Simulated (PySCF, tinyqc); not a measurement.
Inside a calculation. Method: CCD on RHF in the sto-3g basis, frozen core, for CH2, spin multiplicity 1. The lowest restricted solution is unstable here: a spin-polarised one lies 0.0515 hartree lower (PySCF). One step of it, computed by the program tinyqc.

Question. Iteration 7 (converged): orbitals. Diagonalise F' = X^T F X, C = X C', fill 4 alpha and 4 beta electrons from the bottom; D = 2 C_occ C_occ^T. Each column has its largest component positive (the first on a tie).

converged F (hartree):
```
             1C 1s      1C 2s    1C 2px     1C 2py     1C 2pz      2H 1s      3H 1s
1C 1s   -10.967429  -2.954303  0.000000   0.000000  -0.024779  -0.895226  -0.895226
1C 2s    -2.954303  -1.461847  0.000000   0.000000  -0.095357  -0.794408  -0.794408
1C 2px    0.000000   0.000000  0.236582   0.000000   0.000000   0.000000   0.000000
1C 2py    0.000000   0.000000  0.000000  -0.328981   0.000000  -0.411264   0.411264
1C 2pz   -0.024779  -0.095357  0.000000   0.000000  -0.259330  -0.227557  -0.227557
2H 1s    -0.895226  -0.794408  0.000000  -0.411264  -0.227557  -0.562071  -0.254353
3H 1s    -0.895226  -0.794408  0.000000   0.411264  -0.227557  -0.254353  -0.562071
```

X:
```
            1C 1s      1C 2s    1C 2px     1C 2py     1C 2pz      2H 1s      3H 1s
1C 1s    1.027184  -0.158210  0.000000   0.000000  -0.010763   0.026247   0.026247
1C 2s   -0.158210   1.384423  0.000000   0.000000   0.134357  -0.409856  -0.409856
1C 2px   0.000000   0.000000  1.000000   0.000000   0.000000   0.000000   0.000000
1C 2py   0.000000   0.000000  0.000000   1.270053   0.000000  -0.374377   0.374377
1C 2pz  -0.010763   0.134357  0.000000   0.000000   1.050121  -0.153355  -0.153355
2H 1s    0.026247  -0.409856  0.000000  -0.374377  -0.153355   1.340996  -0.056046
3H 1s    0.026247  -0.409856  0.000000   0.374377  -0.153355  -0.056046   1.340996
```

Give: F' = X^T F X; orbital energies; coefficients C; D after iteration 7.

Answer.

F' = X^T F X (hartree):
```
          1        2       3        4        5        6        7
1  -10.7322  -1.5579  0.0000   0.0000  -0.0366  -0.1605  -0.1605
2   -1.5579  -0.4746  0.0000   0.0000   0.1195  -0.5105  -0.5105
3    0.0000   0.0000  0.2366   0.0000   0.0000   0.0000   0.0000
4    0.0000   0.0000  0.0000   0.1653   0.0000  -0.5276   0.5276
5   -0.0366   0.1195  0.0000   0.0000  -0.1637  -0.2301  -0.2301
6   -0.1605  -0.5105  0.0000  -0.5276  -0.2301   0.0684  -0.0992
7   -0.1605  -0.5105  0.0000   0.5276  -0.2301  -0.0992   0.0684
```

orbital energies (hartree): MO1 -10.9737, MO2 -0.8438, MO3 -0.5797, MO4 -0.2690, MO5 0.2366, MO6 0.6852, MO7 0.9126

coefficients C:
```
            MO1      MO2      MO3      MO4     MO5      MO6      MO7
1C 1s    0.9928  -0.2203   0.0000   0.1064  0.0000  -0.1898   0.0000
1C 2s    0.0323   0.6381   0.0000  -0.4948  0.0000   1.2816   0.0000
1C 2px   0.0000   0.0000   0.0000   0.0000  1.0000   0.0000   0.0000
1C 2py   0.0000   0.0000   0.5247   0.0000  0.0000   0.0000   1.2720
1C 2pz   0.0055   0.1495   0.0000   0.8742  0.0000   0.6176   0.0000
2H 1s   -0.0078   0.2850   0.4330   0.1533  0.0000  -0.9555  -0.9636
3H 1s   -0.0078   0.2850  -0.4330   0.1533  0.0000  -0.9555   0.9636
```

D after iteration 7:
```
          1C 1s    1C 2s  1C 2px   1C 2py   1C 2pz    2H 1s    3H 1s
1C 1s    2.0912  -0.3224  0.0000   0.0000   0.1311  -0.1084  -0.1084
1C 2s   -0.3224   1.3062  0.0000   0.0000  -0.6739   0.2115   0.2115
1C 2px   0.0000   0.0000  0.0000   0.0000   0.0000   0.0000   0.0000
1C 2py   0.0000   0.0000  0.0000   0.5506   0.0000   0.4544  -0.4544
1C 2pz   0.1311  -0.6739  0.0000   0.0000   1.5732   0.3532   0.3532
2H 1s   -0.1084   0.2115  0.0000   0.4544   0.3532   0.5847  -0.1655
3H 1s   -0.1084   0.2115  0.0000  -0.4544   0.3532  -0.1655   0.5847
```
